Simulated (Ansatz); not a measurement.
Basis-set extrapolation for C₃H₅NS (`C1=NCCS1`) (PBE0-D4/def2-TZVP geometry, frozen core, Ansatz). Multiplicity 1, RHF reference.

```json
{"": "HF", "def2-TZVPP": "-568.550889", "def2-QZVPP": "-568.569814"}
{"": "MP2 correlation", "def2-TZVPP": "-0.866898", "def2-QZVPP": "-0.927426"}
{"": "CCSD(T) correlation", "def2-TZVPP": "-0.946420", "def2-QZVPP": "not run"}
```

Energies in hartree. Use E(X) = E(∞) + A·exp(−7.88·√X) for Hartree–Fock and E(X) = E(∞) + B·X^(−2.97) for correlation, with X = 3 and 4, and add CCSD(T) minus MP2 of the smaller set to the MP2 limit.

Task: What is the CCSD(T) energy at the basis-set limit?

Result: HF limit: -568.569814 + (-0.018925) × 0.13774 = -568.57242. MP2 limit: -0.927426 + (-0.060528) × 0.74074 = -0.97226. Higher-order term: -0.946420 − (-0.866898) = -0.07952. Total: -569.62420 hartree, 333.2 kJ/mol below CCSD(T)/def2-TZVPP.
